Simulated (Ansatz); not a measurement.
Basis-set extrapolation for `CC(F)Cl` (PBE0-D4/def2-TZVP geometry, frozen core, Ansatz 0.2.0). Multiplicity 1, RHF reference.

```
                      def2-TZVPP   def2-QZVPP
                 HF  -637.090399  -637.111215
    MP2 correlation    -0.785227    -0.851635
CCSD(T) correlation    -0.851976      not run
```

Energies in hartree. Use E(X) = E(∞) + A·exp(−7.88·√X) for Hartree–Fock and E(X) = E(∞) + B·X^(−2.97) for correlation, with X = 3 and 4, and add CCSD(T) minus MP2 of the smaller set to the MP2 limit.

What is the CCSD(T) energy at the basis-set limit?

HF limit: -637.111215 + (-0.020816) × 0.13774 = -637.11408. MP2 limit: -0.851635 + (-0.066408) × 0.74074 = -0.90083. Higher-order term: -0.851976 − (-0.785227) = -0.06675. Total: -638.08166 hartree, 87.4 kcal/mol below CCSD(T)/def2-TZVPP.
